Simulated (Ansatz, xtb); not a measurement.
**Relaxing a trial structure of CH3BF−**

The starting geometry of this gas-phase singlet was built from a drawn formula by distance geometry and a force field; its bonds are those of `[BH3-][C]F`.

```xyz
6

C    -0.2110   -0.0010    1.4716
B    -0.1210   -0.4963   -0.0086
F    -1.2629   -0.7108    2.1665
H    -1.1943   -0.3113   -0.5347
H     0.6864    0.1451   -0.5191
H     0.1390   -1.6227   -0.0621
```

Problem. Where would you expect an optimisation with r2SCAN-D4/def2-SVPD to take it?

Solution. It rearranges to `[BH2-]=CF`. Contacts that open: B2–H4 (1.21 → 2.31 Å). Contacts that close: C1–H4 (2.26 → 1.10 Å).

The energy falls by 2.45 eV over 22 steps:

```json
{"step": "1", "E − E(last) (eV)": "2.447"}
{"step": "3", "E − E(last) (eV)": "2.192"}
{"step": "6", "E − E(last) (eV)": "2.117"}
{"step": "8", "E − E(last) (eV)": "2.034"}
{"step": "10", "E − E(last) (eV)": "1.797"}
{"step": "13", "E − E(last) (eV)": "1.267"}
{"step": "15", "E − E(last) (eV)": "0.534"}
{"step": "17", "E − E(last) (eV)": "0.103"}
{"step": "20", "E − E(last) (eV)": "0.002"}
{"step": "22", "E − E(last) (eV)": "0.000"}
```

Final geometry (Å):

```yaml
atoms:
  - { symbol: C, position_ang: [-0.8215, -0.1998, 0.7791] }
  - { symbol: B, position_ang: [0.2290, -0.7551, -0.0423] }
  - { symbol: F, position_ang: [-1.3985, -0.8774, 1.9009] }
  - { symbol: H, position_ang: [-1.3344, 0.7699, 0.7032] }
  - { symbol: H, position_ang: [0.6404, -0.0734, -0.9777] }
  - { symbol: H, position_ang: [0.7214, -1.8613, 0.1505] }
```

From the same start GFN2-xTB reaches the same bonding as this run.

No frequencies were run, so the end isn't proven a minimum. Run with Ansatz 0.2.0, 22 s on 2 threads of Arm Neoverse V2 (shared host).
